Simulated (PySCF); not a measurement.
dichloromethane (CH2Cl2), SMILES ClCCl. Atoms are numbered in the order given.

```xyz
5

Cl    -1.4785     0.0000     0.2157
C      0.0000     0.0000    -0.7651
Cl     1.4785     0.0000     0.2157
H      0.0000    -0.9000    -1.3719
H      0.0000     0.9000    -1.3719
```
Charge 0, spin multiplicity 1.

Geometry optimised at r2SCAN-D4/def2-TZVP.

These are KT2/pcSseg-2 (PySCF) values and carry that method's errors.

GIAO shieldings, no solvent; atoms alike by connectivity are averaged. δ = σ(ref) − σ: ³⁵Cl against HCl (σ = 945.0 ppm); ¹³C against TMS (σ = 184.2 ppm); ¹H against TMS (σ = 31.47 ppm), references at their B3LYP-D3(BJ)/def2-TZVP geometries, non-relativistic (without spin–orbit terms, shifts of atoms bonded to Cl or Br come out too high).

Computed chemical shifts:
```tsv
nucleus	atoms	count	δ (ppm)
³⁵Cl	Cl1, Cl3	2	221.6
¹³C	C2	1	73.2
¹H	H4, H5	2	5.85
```
